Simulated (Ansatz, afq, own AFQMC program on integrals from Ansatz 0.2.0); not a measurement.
Where AFQMC and coupled cluster stand for Cl, doublet

A free Cl atom.

Basis def2-SVP. Noble-gas cores (and the filled d shells of Ga–Kr and In–Xe) are frozen. Integrals, coupled cluster, full CI and functionals: Ansatz 0.2.0; the random walks run on the same integrals in our own AFQMC program. ph-AFQMC/CISD is guided by a CISD state made of CCSD amplitudes; releasing the constraint for a short imaginary time cuts its bias at the price of noise, slowly where states lie close. Free projection: walkers drawn from exp(T), propagated without any constraint. Its projection time is finite, and what remains of the start isn't in its error. Uncertainties: one standard error, sampling alone.

Determinant: UHF, the one that the program's search chose, which needn't be the lowest solution.

Full CI is exact in this basis; its frozen core comes from its own orbitals, which moves totals by up to a few meV.

Cautions: full CI with its own frozen core.

```
T1 diagnostic                               : 0.0054
weight of the determinant in the CISD state : 0.954
⟨S²⟩ of the determinant                     : 0.755
size of the correlated space                : 7 electrons in 13 orbitals
```

Reference: full CI, correlation energy -3.455 eV. The released energy is read at 1.50 1/Eh (meV from the phaseless value at times in 1/Eh: -1.6 ± 0.6 at 0.24, -1.0 ± 1.9 at 0.50, -3.8 ± 0.6 at 1.00, -4.5 ± 0.6 at 1.50). CCSDTQ lies 0.4 meV below full CI, in part by the other frozen core, which shifts every row alike, so rows that close can't be ranked against it.

```tsv
level	E − E(reference) (mEh)	share of correlation (%)
HF	126.99	0.00
MP2	18.05	85.79
CCSD	1.32	98.96
CCSD(T)	0.30	99.77
CCSDT	0.12	99.91
CCSDT(Q)	0.00	100.00
CCSDTQ	-0.02	100.01
ph-AFQMC/HF	1.99 ± 0.47	98.43
ph-AFQMC/CISD	0.14 ± 0.03	99.89
released AFQMC	-0.03 ± 0.02	100.02
free AFQMC	-0.08 ± 0.02	100.06
```

CCSDT and higher add their correlation energy to the determinant of the CCSD(T) run, since their own runs factorise the integrals more tightly (a shift of under 2 meV). Free projections are given only where their last times agree within the noise and don't stop above the reference; a slow remainder of the start can still hide under it. A walk keeps the symmetry of its determinant, which the program's search chose and which needn't be the lowest solution, so a lower state of the same spin and another symmetry isn't excluded. Released energies are given only where the last usable release times agree within the noise; a slower fall can still hide under it.
